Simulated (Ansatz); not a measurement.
We consider fluorite CdF₂, described by HSE06 (PAW; Ansatz, a first-principles code).

Numerical settings: plane-wave cutoff 460 eV, 8×8×8 k mesh, Fermi–Dirac smearing 0.01 eV, scalar-relativistic PAW data made under PBE.

The cell has the measured lattice: a = 5.3880 Å, b = 5.3880 Å, c = 5.3880 Å, α = 90.00°, β = 90.00°, γ = 90.00°.

Q: What does this level give for the band gap and smallest direct gap on the k points sampled?

A: 
band gap: 5.21 eV (on the SCF k mesh)
smallest direct gap on the k points sampled: 5.79 eV

Measured, for comparison: band gap 7.8 eV (temperature not stated, not corrected to a static lattice, indirect W–Γ; as tabulated in Cappellini et al. (2013), arXiv:1302.2571).

Note: cell and atoms aren't relaxed at this level (pressure 1.8 GPa).

Spin–orbit coupling is not included.

The computed numbers hold no vibrational or temperature effects.

Cost on a shared machine: about 90 core-seconds (a rough figure).
